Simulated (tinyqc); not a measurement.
Orbital energy against energy difference: ionisation energy by orbital energies and by energy differences in the 6-31g* basis, for CH4, spin multiplicity 1. Computed by the program tinyqc with PySCF. The cation is unrestricted; errors are against CCSD(T) in this basis, not against experiment.

Geometry (angstrom):
```
atom        x        y        z
C      0.0000   0.0000   0.0000
H      0.6130   0.6130   0.6130
H      0.6130  -0.6130  -0.6130
H     -0.6130   0.6130  -0.6130
H     -0.6130  -0.6130   0.6130
```

CCSD(T) difference in the same basis = 14.2091 eV

IP-EOM-CCSD = 14.2291 eV

First vertical ionisation energy (eV):
```
method     -e(HOMO)  E(cation) - E  error of -e(HOMO)  error of the difference
HF          15.0189      13.558329             0.8098                  -0.6508
LDA          9.3719      14.369326            -4.8372                   0.1602
PBE          9.3716      14.270563            -4.8375                   0.0614
B3LYP       10.7342      14.438996            -3.4749                   0.2299
PBE0        11.0155      14.384576            -3.1936                   0.1755
CAM-B3LYP   12.5058      14.450909            -1.7033                   0.2418
LC-wPBE     14.0366      14.510024            -0.1725                   0.3009
```

What does the comparison show, and why?

Koopmans errs by +0.81 eV and Delta-HF by -0.65 eV: relaxation, 1.46 eV, lowers the value and the missing correlation difference works against it. The PBE level is off by -4.8 eV through the wrong tail of its potential, though its energy difference is off by +0.06 eV; exact exchange deepens the level, and among the orbital energies LC-wPBE comes closest; among the differences PBE does.
